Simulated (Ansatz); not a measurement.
Problem. Name a neutral molecule of C and H with size of the dipole moment (B3LYP/def2-TZVPP) between 0.80 and 1.10 D and zero-point energy (PBE0-D4/def2-TZVP) between 309 and 325 kJ/mol (Ansatz, PBE0-D4/def2-TZVP geometry).

Solution. `C=C1C=CCC1` (0.89 D, 318.9 kJ/mol). Other molecules can fit too; these were computed, each in one conformer that needn't be the lowest.

B3LYP here is the variant with VWN-RPA as its local correlation; programs differ in this.
